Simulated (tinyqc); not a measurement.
Stretching all distances: RHF, UHF, MP2, CISD and CCSD against full CI in the sto-3g basis, for LiH, spin multiplicity 1. Computed by the program tinyqc with PySCF. All coordinates are multiplied by the scale. c0^2 is the weight of the RHF determinant in the lowest singlet FCI state (UHF is spin-contaminated and may lie near states of higher spin) and n(LUMO) the first natural occupation beyond the occupied space.

Geometry (angstrom):
```
atom       x       y       z
Li    0.0000  0.0000  0.0000
H     0.0000  0.0000  1.5730
```

Full CI energy (hartree) and errors against it (kcal/mol):
```
scale  distance 1-2 (angstrom)    E(FCI)     RHF     UHF     MP2   CISD   CCSD  <S^2> UHF   c0^2  n(LUMO)
0.920                    1.447  -7.88087  11.536  11.536   4.070  0.007  0.006      0.000  0.979    0.034
1.130                    1.777  -7.87577  15.042  15.042   5.888  0.010  0.008      0.000  0.966    0.058
1.340                    2.108  -7.85286  21.327  20.612   9.263  0.016  0.013      0.245  0.936    0.107
1.550                    2.438  -7.82793  30.950  17.022  14.583  0.027  0.023      0.719  0.879    0.202
1.770                    2.784  -7.80750  44.943  10.132  22.180  0.044  0.039      0.882  0.784    0.357
2.190                    3.445  -7.78884  77.074   2.736  35.140  0.076  0.069      0.974  0.619    0.671
2.400                    3.775  -7.78552  91.532   1.398  36.442  0.085  0.076      0.988  0.575    0.776
```

Estimate the missing row, scale = 1.98.

Computed row:
```
scale  distance 1-2 (angstrom)    E(FCI)     RHF    UHF     MP2   CISD   CCSD  <S^2> UHF   c0^2  n(LUMO)
1.980                    3.115  -7.79540  60.914  5.384  29.793  0.062  0.057      0.945  0.689    0.527
```

UHF parts from RHF first at scale 1.34 of those listed, where <S^2> leaves zero. The weight c0^2 goes from 0.98 to 0.58 and n(LUMO) from 0.03 to 0.78: static correlation grows as the bonds break into open-shell fragments. The spread of the error along the curve, which distorts its shape, is CCSD 0.1, CISD 0.1, UHF 19.2, MP2 32.4, RHF 80.0 kcal/mol.
